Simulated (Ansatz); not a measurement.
The input, for Ansatz 0.2.0:

```yaml
crystal:
  periodic: [false, false, false]
  atoms:
    - {symbol: B, position_ang: [0.084376, 0.005225, 1.804823]}
    - {symbol: Be, position_ang: [-0.080498, 0.013599, -0.225982]}
    - {symbol: H, position_ang: [-0.003878, -0.018825, -1.578841]}
basis:
  gaussian: {orbitals: cc-pVTZ}
magnetization: {spin_polarized: false}
correlation: {method: bccd_t, electrons: outside_noble_gas}
```

```sh
$ ansatz run in.yaml --threads 1 --pin off --events-out ev --progress --plain --max-ram 2393MiB
```

Roughly how long does this take on 1 thread of AMD EPYC, shared host, and how much host memory?

7.5 s wall and 0.18 GiB.

```
433 factors; integrals over basis functions are off by at most 1.1e-3 eV
mean field evaluation 1: about -1080.0656 eV, gradient 1.1e1 eV
mean field evaluation 2: about -1080.0648 eV, gradient 1.1e1 eV
mean field evaluation 4: about -1081.1015 eV, gradient 9.9e-1 eV
mean field evaluation 8: about -1081.1152 eV, gradient 2.1e-3 eV
mean field evaluation 16: about -1067.6898 eV, gradient 2.3e1 eV
mean field evaluation 32: about -1078.4220 eV, gradient 1.2e-4 eV
mean field evaluation 64: about -1080.5338 eV, gradient 6.2e0 eV
mean field evaluation 96: about -1068.0322 eV, gradient 7.1e0 eV
mean field evaluation 128: about -1068.2321 eV, gradient 1.7e0 eV
mean field evaluation 160: about -1078.4175 eV, gradient 4.0e-2 eV
mean field evaluation 192: about -1078.4176 eV, gradient 6.6e-2 eV
mean field evaluation 224: about -1078.4175 eV, gradient 3.0e-3 eV
mean field -1081.11517485 eV, -39.7302498695 hartree, gradient 4.9e-6 eV, S^2 0.000000; 8 other end points of the search recorded, 0 dependent functions left out; unrestricted orbitals would lower it
determinant -1081.11517485 eV, -39.7302498695 hartree, with singles and doubles -1085.11834903 eV, -39.8773638071 hartree
determinant -1078.42203064 eV, -39.6312786452 hartree, with singles and doubles -1082.50180309 eV, -39.7812075174 hartree
determinant -1078.41751580 eV, -39.6311127281 hartree, with singles and doubles -1082.49662208 eV, -39.7810171189 hartree
2 core orbitals not correlated: weight in the atoms' cores, before any rotation towards them, 1.000 or more for the frozen orbitals, at most 0.000 for the correlated occupied ones
reference -1081.11517485 eV, -39.7302498695 hartree; 3, 3 occupied and 69, 69 virtual orbitals, 433 factors
second order -2.92306627 eV of doubles, -0.00000000 eV of singles
cycle   1  -3.84518252 eV  change   -1.8e-1 eV  update   2.6e-2
cycle   2  -3.85312401 eV  change   -7.9e-3 eV  update   5.3e-3
cycle   3  -3.85628647 eV  change   -3.2e-3 eV  update   2.4e-3
cycle   4  -3.85875852 eV  change   -2.5e-3 eV  update   1.3e-3
cycle   5  -3.86006549 eV  change   -1.3e-3 eV  update   7.5e-4
cycle   6  -3.86055902 eV  change   -4.9e-4 eV  update   4.2e-4
cycle   7  -3.86077307 eV  change   -2.1e-4 eV  update   2.1e-4
cycle   8  -3.86089112 eV  change   -1.2e-4 eV  update   8.6e-5
cycle   9  -3.86090253 eV  change   -1.1e-5 eV  update   3.1e-5
cycle  10  -3.86089383 eV  change    8.7e-6 eV  update   1.2e-5
cycle  11  -3.86089267 eV  change    1.2e-6 eV  update   5.5e-6
perturbative correction -0.10543512 eV, -0.0038746693 hartree
Total energy: -1085.08150264 eV, -39.8760097274 hartree
```
